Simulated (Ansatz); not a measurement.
# C3H3NO: the cost of one run

All numbers are computed with Ansatz 0.2.0, driven from Python. Level of theory: CAM-B3LYP/cc-pVDZ.

### Step 1. Starting point

Bond lengths: C1–C2 1.202 Å, C2–C3 1.442 Å, C3–N4 1.359 Å, C3–O5 1.222 Å, C1–H6 1.065 Å, N4–H7 1.009 Å, N4–H8 1.010 Å. Angles: C1–C2–C3 180.0°, C2–C1–H6 179.3°, C2–C3–N4 116.0°, C2–C3–O5 121.0°, N4–C3–O5 123.0°, C3–N4–H7 122.2°, C3–N4–H8 118.0°, H7–N4–H8 119.8°.

No structure file is read: the coordinates are typed or built in the script.

### Step 2. The script

The input, run_opt.py:

```python
# -*- coding: utf-8 -*-
import itertools

import ansatz as az
from ase.data import atomic_numbers, covalent_radii
import numpy as np
from rdkit import Chem
from rdkit.Chem import AllChem

rd = Chem.AddHs(Chem.MolFromSmiles('C#CC(N)=O'))
AllChem.EmbedMolecule(rd, randomSeed=559)
AllChem.UFFOptimizeMolecule(rd)
mol = az.Crystal.molecule()
for atom, xyz in zip(rd.GetAtoms(), rd.GetConformer().GetPositions()):
    mol = mol.atom(atom.GetSymbol(), xyz.round(5).tolist())

calc = mol.calculation().basis(gaussian='cc-pVDZ').functional('CAM-B3LYP')
symbols = [site.symbol for site in mol.cartesian_sites]
start = np.array([site.position_ang for site in mol.cartesian_sites], dtype=float)
def progress(event):
    if event['event'] == 'relax_step':
        row = event['data']
        print(f'step {row["step"]:3d}  E = {row["lagrangian_ev"]:.6f} eV  largest force component {row["allowed_force_max_ev_ang"]:.4f} eV/A')


summary = calc.relax(force_tolerance=0.005).session().plan().execute(on_event=progress).report
end = np.array(summary['positions_ang'])

print('reference energy %16.6f eV' % summary['reference_energy_ev'])
print('total energy     %16.6f eV' % summary['free_energy_ev'])
print('occupied orbitals outside the frozen core (up, down):', summary['n_occupied'], ' frozen:', summary['n_frozen'], ' virtual:', summary['n_virtual'])

radius = [covalent_radii[atomic_numbers[s]] for s in symbols]
span = lambda where, i, j: np.linalg.norm(where[i] - where[j])
bonded = [(i, j) for i, j in itertools.combinations(range(len(symbols)), 2) if min(span(start, i, j), span(end, i, j)) < 1.2 * (radius[i] + radius[j])]
print('pair        before    after (A)')
for i, j in bonded:
    print(f'{symbols[i]}{i}-{symbols[j]}{j}'.ljust(10), f'{span(start, i, j):8.4f} {span(end, i, j):8.4f}')
with open('c3h3no_opt.xyz', 'w') as handle:
    handle.write(f'{len(symbols)}\nrelaxed C3H3NO\n')
    handle.writelines(f'{s:2s} {x:11.6f} {y:11.6f} {z:11.6f}\n' for s, (x, y, z) in zip(symbols, end))
```

### Step 3. Running it

The run is started by

```
$ python run_opt.py
```

What time and memory should one allow on 1 thread of Arm Neoverse V1, shared host?

About 31 s, with a peak of 0.3 GiB.
